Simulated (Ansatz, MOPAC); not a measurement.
Molecule: silicon monoxide, SiO, charge 0, multiplicity 1. SMILES: [O+]#[Si-]

Atoms: Si1, O2. Bonds: Si1-O2.

Bond lengths (Å) and angles (degrees) optimised at PM6 with MOPAC; HF/3-21G with Ansatz (a quantum-chemistry and plane-wave program); PBE/6-31G* with Ansatz; B3LYP/LANL2DZ with Ansatz, each started from the B3LYP-D3(BJ)/def2-TZVP structure (Ansatz) of the last column. A row stands for all coordinates that are equal there. 6-31G* holds six Cartesian d functions.

| coordinate | PM6 | HF/3-21G | PBE/6-31G* | B3LYP/LANL2DZ | B3LYP-D3(BJ)/def2-TZVP |
|---|---|---|---|---|---|
| Si1-O2 | 1.157 | 1.536 | 1.541 | 1.564 | 1.513 |

Mean signed difference of all 1 bond lengths from B3LYP-D3(BJ)/def2-TZVP: PM6 -0.357 Å, HF/3-21G 0.023 Å, PBE/6-31G* 0.028 Å, B3LYP/LANL2DZ 0.051 Å.
